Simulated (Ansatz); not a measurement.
C2H4FNOS (`N/C(S)=C(\O)F`), relaxed with RKS PBE0-D4/def2-TZVP in Ansatz 0.2.0 from a PBE-D4/def2-SVP geometry. The force threshold is 0.005 eV/Å; the program also tests the step.

Charge 0, multiplicity 1.

Start:

```xyz
10

N     0.814   -0.502   -1.067
C     0.235   -0.308    0.199
S     0.812   -1.340    1.521
C    -0.759    0.590    0.421
O    -1.235    1.407   -0.553
F    -1.433    0.674    1.585
H     0.456    0.169   -1.756
H     1.840   -0.466   -1.031
H     0.643   -2.523    0.854
H    -1.372    2.299   -0.173
```

Task: How much energy does the relaxation release, and in how many steps? (Estimate.)

Result: The calculation gave: 5.65 kJ/mol, in 9 steps, 2 of them rejected.

Task: Which bonds change most? (An estimate is asked.)

Result: Ansatz gave: C2–C4 from 1.358 to 1.332 Å; C2–S3 from 1.773 to 1.751 Å; S3–H9 from 1.369 to 1.347 Å; N1–H8 from 1.028 to 1.011 Å.

Task: Give the relaxed structure. (Best estimate.)

Result: Ansatz gave: 
```xyz
10

N     0.812   -0.487   -1.066
C     0.233   -0.305    0.197
S     0.814   -1.327    1.495
C    -0.740    0.579    0.413
O    -1.220    1.393   -0.545
F    -1.395    0.685    1.570
H     0.483    0.192   -1.739
H     1.822   -0.492   -1.022
H     0.605   -2.496    0.860
H    -1.413    2.257   -0.163
```
